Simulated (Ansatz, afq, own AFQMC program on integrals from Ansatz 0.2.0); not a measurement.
**Where AFQMC and coupled cluster stand for Al₂H, doublet**

```xyz
3

Al    0.0000    0.0000    0.5699
Al    0.0000    0.0000   -2.7591
H     0.0000    0.0000    2.1892
```

Connectivity, by distances: AlH ··· Al.

Basis 6-31G. Noble-gas cores (and the filled d shells of Ga–Kr and In–Xe) are frozen. Ansatz 0.2.0 and our own AFQMC program on the same integrals; the CISD trial comes from CCSD amplitudes, and released means the phaseless constraint is let go. Uncertainties: one standard error, sampling alone.

Determinant: UHF, the one that the program's search chose, which needn't be the lowest solution. The geometry is a point of a scan.

Full CI on the same integrals is exact in this basis and with this determinant's frozen core.

Cautions: strong correlation (T1 0.065, weight of the determinant 0.83, largest double 0.12); the released energies are still falling, so no released level is given (meV from the phaseless value at times in 1/Eh: -2.2 ± 1.7 at 0.24, -3.8 ± 1.4 at 0.51, -5.1 ± 1.3 at 0.99, -9.3 ± 1.2 at 1.62, -12.4 ± 1.1 at 2.40).

```
T1 diagnostic                               : 0.0651
weight of the determinant in the CISD state : 0.827
⟨S²⟩ of the determinant                     : 0.752
size of the correlated space                : 7 electrons in 18 orbitals
```

```json
{"level": "MP2", "correlation energy (eV)": "-1.3712"}
{"level": "CCSD", "correlation energy (eV)": "-2.2018"}
{"level": "CCSD(T)", "correlation energy (eV)": "-2.2471"}
```

(1) Estimate where full CI lies against CCSD(T) on the same integrals.

(1) 3.4 kJ/mol below CCSD(T).

Reference: full CI, correlation energy -2.282 eV.

```json
{"level": "CCSD(T)", "E − E(reference) (kJ/mol)": "3.4", "share of correlation (%)": "98.48"}
{"level": "CCSDT", "E − E(reference) (kJ/mol)": "0.4", "share of correlation (%)": "99.80"}
{"level": "CCSDT(Q)", "E − E(reference) (kJ/mol)": "0.1", "share of correlation (%)": "99.95"}
{"level": "CCSDTQ", "E − E(reference) (kJ/mol)": "0.0", "share of correlation (%)": "99.99"}
{"level": "ph-AFQMC/CISD", "E − E(reference) (kJ/mol)": "2.8 ± 0.2", "share of correlation (%)": "98.74"}
```

CCSDT and higher add their correlation energy to the determinant of the CCSD(T) run, since their own runs factorise the integrals more tightly (a shift of under 2 meV). A walk keeps the symmetry of its determinant, which the program's search chose and which needn't be the lowest solution, so a lower state of the same spin and another symmetry isn't excluded.
